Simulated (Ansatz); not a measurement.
Ansatz (a first-principles code) input (wB97M-V/def2-TZVPD):

Ansatz 0.2 input:
```yaml
crystal:
  periodic: [false, false, false]
  atoms:
    - {symbol: N, position_ang: [-1.05997366, 0.17565434, 0.10860037]}
    - {symbol: C, position_ang: [0.21644186, 0.32696809, -0.03998556]}
    - {symbol: O, position_ang: [1.07605746, -0.59592755, -0.08974990]}
    - {symbol: H, position_ang: [-1.48450763, -0.74284263, 0.20063411]}
    - {symbol: H, position_ang: [-1.66614008, 0.98767825, 0.13577794]}
    - {symbol: H, position_ang: [0.66335248, 1.33119586, -0.13870204]}
basis:
  gaussian:
    orbitals: def2-TZVPD
hamiltonian:
  xc: {name: wB97M-V}
total_charge: 1
magnetization: {spin_polarized: true, initial_magnetization: 1}
output: {forces: true}
```

Output:

```
Functional definition: wB97M-V
integrals: 0.05 GiB planned
690 factors; their error is unknown
integrals: 0.09 GiB planned
246 factors; integrals over basis functions are off by at most 2.0e-5 eV
mean field: 0.76 GiB planned
mean field evaluation 1: about -4605.9589 eV, gradient 4.5e1 eV
mean field evaluation 2: about -4607.5808 eV, gradient 4.2e1 eV
mean field evaluation 4: about -4613.2910 eV, gradient 2.8e0 eV
mean field evaluation 8: about -4613.3753 eV, gradient 1.7e-1 eV
mean field evaluation 16: about -4613.3739 eV, gradient 3.9e-3 eV
mean field -4613.37385563 eV, -169.5383621372 hartree, gradient 7.1e-6 eV, S^2 0.755053; 1 other end points of the search recorded, 0 dependent functions left out
the calculation of the forces begins
reference -4613.37389546 eV, -169.5383636009 hartree; 12, 11 occupied and 129, 130 virtual orbitals, 690 factors
Total energy: -4613.37389546 eV, -169.5383636009 hartree
Atom 0 at    -1.059974     0.175654     0.108600 Å, force     0.085125    -0.073420    -0.005810 eV/Å
Atom 1 at     0.216442     0.326968    -0.039986 Å, force    -0.086725     0.152789     0.002091 eV/Å
Atom 2 at     1.076057    -0.595928    -0.089750 Å, force    -0.066411    -0.025321     0.008587 eV/Å
Atom 3 at    -1.484508    -0.742843     0.200634 Å, force     0.036042     0.033476    -0.005629 eV/Å
Atom 4 at    -1.666140     0.987678     0.135778 Å, force     0.053337    -0.020494    -0.004893 eV/Å
Atom 5 at     0.663352     1.331196    -0.138702 Å, force    -0.021368    -0.067030     0.005653 eV/Å
Dipole moment:    -0.498119     0.384196     0.036229 e Å
```
